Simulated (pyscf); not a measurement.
PySCF, gas phase, ωB97X-D3(BJ)/def2-SVP geometries.

### Question
For the elementary gas-phase step HS–GeH₂–Cl (SMILES [SH][GeH2][Cl]) + H₂ (SMILES [H][H]) -> HS–GeH₃ (SMILES [SH][GeH3]) + HCl (SMILES Cl) (singlet surface; Cl–Ge, H–H broken, Ge–H, Cl–H formed), what barrier and reaction energy does ωB97M-D3(BJ)/def2-TZVP give, measured from the separated reactants?

### Answer
ΔE‡ = 210.6 kJ/mol, ΔE = +55.9 kJ/mol. Zero-point energy shifts the barrier by +8.8 kJ/mol. It is a four-centre exchange, with an imaginary mode of 923i cm⁻¹. One saddle was located; it need not be the lowest between these sides. Elements up to Kr have no core potential and no relativistic terms here.
